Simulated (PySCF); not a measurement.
**Cl2 (SMILES ClCl) at M06-2X/aug-cc-pVTZ**

Aim: the energy change on altering one bond length of Cl2 at M06-2X/aug-cc-pVTZ, from 2 runs. Input form: a Python script.

Program for the calculation: PySCF 2.14.0.

2 further runs of the same task are left out: 2 set aside as unsound or not needed.

### 1 The molecule

The species is Cl2 (2 atoms), meant as a singlet with charge 0. SMILES: `ClCl`. The shape is that of a PBE0-D4/def2-TZVP optimisation.

Bond lengths: Cl1–Cl2 1.982 Å.

### 2 The energy at M06-2X/aug-cc-pVTZ

input.py

```python
# ClCl
from pyscf import gto, dft

system = gto.M(
    atom='Cl 0.845690 -0.281600 0.433600; Cl -0.845690 0.281600 -0.433600',
    spin=0,
    max_memory=1860,
    basis='aug-cc-pvtz',
    verbose=4,
)

mf = dft.RKS(system)
mf.xc = 'm06-2x'
mf.grids.level = 5
mf.conv_tol = 1e-10
mf.kernel()
if not mf.converged:
    mf = mf.newton().run(mf.mo_coeff, mf.mo_occ)

e_final = mf.e_tot
print(f'total energy: {e_final:.8f} hartree')
```

Launch:

```
$ OMP_NUM_THREADS=1 python input.py
```

The program printed:

```text
PySCF version 2.14.0

[INPUT] num. atoms = 2
[INPUT] num. electrons = 34
[INPUT] charge = 0
[INPUT] spin (= nelec alpha-beta = 2S) = 0
[INPUT] symmetry False subgroup None
[INPUT] Mole.unit = angstrom
[INPUT] Symbol           X                Y                Z      unit          X                Y                Z       unit  Magmom
[INPUT]  1 Cl     0.845690000000  -0.281600000000   0.433600000000 AA    1.598122486283  -0.532146876678   0.819385247611 Bohr   0.0
[INPUT]  2 Cl    -0.845690000000   0.281600000000  -0.433600000000 AA   -1.598122486283   0.532146876678  -0.819385247611 Bohr   0.0

nuclear repulsion = 77.1441326129708
number of shells = 26
number of NR pGTOs = 150
number of NR cGTOs = 100
basis = aug-cc-pvtz
ecp = {}

******** <class 'pyscf.dft.rks.RKS'> ********
method = RKS
initial guess = minao
damping factor = 0
level_shift factor = 0
DIIS = <class 'pyscf.scf.diis.CDIIS'>
diis_start_cycle = 1
diis_space = 8
diis_damp = 0
SCF conv_tol = 1e-10
SCF conv_tol_grad = None
SCF max_cycles = 50
direct_scf = True
direct_scf_tol = 1e-13
XC library pyscf.dft.libxc version 7.0.0
    S. Lehtola, C. Steigemann, M. J.T. Oliveira, and M. A.L. Marques.,  SoftwareX 7, 1–5 (2018)
XC functionals = m06-2x
    Y. Zhao and D. G. Truhlar.,  Theor. Chem. Acc. 120, 215 (2008)
    Y. Zhao and D. G. Truhlar.,  Theor. Chem. Acc. 120, 215 (2008)
radial grids:
    Treutler-Ahlrichs [JCP 102, 346 (1995); DOI:10.1063/1.469408] (M4) radial grids

becke partition: Becke, JCP 88, 2547 (1988); DOI:10.1063/1.454033
pruning grids: <function nwchem_prune>
grids dens level: 5
symmetrized grids: False
atomic radii adjust function: <function treutler_atomic_radii_adjust>
small_rho_cutoff = 0
Set gradient conv threshold to 1e-05
Initial guess from minao.
tot grids = 86096
init E= -920.512267194426
  HOMO = -0.338263053466541  LUMO = -0.155732567045037  gap/eV = 4.96691
cycle= 1 E= -920.367293987851  delta_E= 0.145  |g|= 0.19  |ddm|= 1.18
  HOMO = -0.381125958447157  LUMO = -0.0888343940294742  gap/eV = 7.95366
cycle= 2 E= -920.372212400153  delta_E= -0.00492  |g|= 0.122  |ddm|= 0.161
  HOMO = -0.367546489459599  LUMO = -0.0713153716857438  gap/eV = 8.06086
cycle= 3 E= -920.37561339656  delta_E= -0.0034  |g|= 0.018  |ddm|= 0.0725
  HOMO = -0.370041136518987  LUMO = -0.0721114884360103  gap/eV = 8.10708
cycle= 4 E= -920.375697446577  delta_E= -8.41e-05  |g|= 0.00125  |ddm|= 0.0094
  HOMO = -0.369939961762092  LUMO = -0.0719717944527671  gap/eV = 8.10813
cycle= 5 E= -920.375698274323  delta_E= -8.28e-07  |g|= 0.000173  |ddm|= 0.00148
  HOMO = -0.369977466290531  LUMO = -0.0720064291813758  gap/eV = 8.10820
cycle= 6 E= -920.375698281977  delta_E= -7.65e-09  |g|= 3.96e-05  |ddm|= 0.00016
  HOMO = -0.369971347635971  LUMO = -0.0719994090148308  gap/eV = 8.10823
cycle= 7 E= -920.375698282391  delta_E= -4.15e-10  |g|= 4.01e-06  |ddm|= 4.65e-05
  HOMO = -0.369972694778641  LUMO = -0.0720007250064674  gap/eV = 8.10823
cycle= 8 E= -920.375698282393  delta_E= -1.59e-12  |g|= 3.76e-07  |ddm|= 4.33e-06
  HOMO = -0.369972599256871  LUMO = -0.0720006257468935  gap/eV = 8.10823
Extra cycle  E= -920.375698282393  delta_E= 4.55e-13  |g|= 2.21e-07  |ddm|= 5.49e-07
converged SCF energy = -920.375698282393
total energy: -920.37569828 hartree
```

Wall time 13 s (1 thread of Arm Neoverse V1, shared host); peak memory 0.53 GiB.

### 3 The distorted shape at the same level

geometry.xyz

```xyz
2

Cl     1.099410    -0.366084     0.563687
Cl    -0.845690     0.281600    -0.433600
```

run.py

```python
from pyscf import gto, dft

system = gto.M(
    atom='geometry.xyz',
    max_memory=1860,
    verbose=3,
    basis='aug-cc-pvtz',
)

mf = dft.RKS(system, xc='m06-2x')
mf.conv_tol = 1e-10
mf.grids.level = 5
mf.kernel()
if not mf.converged:
    mf = mf.newton().run(mf.mo_coeff, mf.mo_occ)

e_final = mf.e_tot
print('E(%s) = %.9f' % ('M06-2X', e_final))
```

Launch:

```
$ OMP_NUM_THREADS=1 python run.py
```

The program printed:

```text
converged SCF energy = -920.354469086126
E(M06-2X) = -920.354469086
```

Wall time 13 s (1 thread of Arm Neoverse V1, shared host); peak memory 0.53 GiB.

### 4 Summary of results

Level: M06-2X/aug-cc-pVTZ.

```
                                                           quantity          value
                                          first shape: total energy  -920.37570 Eh
                                         first shape: dipole moment         0.00 D
                                           first shape: HOMO energy      -10.07 eV
                                           first shape: LUMO energy       -1.96 eV
                                         first shape: HOMO–LUMO gap        8.11 eV
                                      distorted shape: total energy  -920.35447 Eh
                                     distorted shape: dipole moment         0.00 D
                                       distorted shape: HOMO energy      -10.68 eV
                                       distorted shape: LUMO energy       -4.14 eV
                                     distorted shape: HOMO–LUMO gap        6.54 eV
energy change with the Cl1–Cl2 bond stretched from 1.982 to 2.280 Å       0.578 eV
```

In words: With the Cl1–Cl2 bond stretched from 1.982 to 2.280 Å the energy rises by 0.58 eV (55.7 kJ/mol). The first shape isn't relaxed at this level, so the change isn't measured from a minimum.
